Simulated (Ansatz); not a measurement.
## Rutile MnF2

The numbers are results of HSE06 (Ansatz, a program for electronic structure, PAW), not measurements.

Numerical settings: plane-wave cutoff 500 eV, 6×6×8 k mesh (along the axes of the cell as run), Fermi–Dirac smearing 0.05 eV, magnetic order afm, spin-polarised with opposed moments, scalar-relativistic PAW data made under PBE.

Cell: relaxed with r²SCAN: a = b = 4.867 Å, c = 3.294 Å, α = β = γ = 90.00°.

```json
{
 "magnetic moment (largest site, within a sphere)": "4.25 μB",
 "band_gap": "4.83 eV (on the SCF k mesh)"
}
```

Measured, for comparison: band gap 9.9 eV (temperature not stated, not corrected to a static lattice, the source doubts the polymorph; as tabulated in Das and Bazhirov (2019), arXiv:1808.05325). Computed (rounded) less measured: band gap not scored (a reference that its source doubts or gives as a wide range).

Note: exact exchange on metals is sensitive to the k mesh and can open a false gap; cell and atoms aren't relaxed at this level (largest force component 0.02 eV/Å, pressure 1.7 GPa).

Moments are spin moments.

Computed values are for the static lattice.
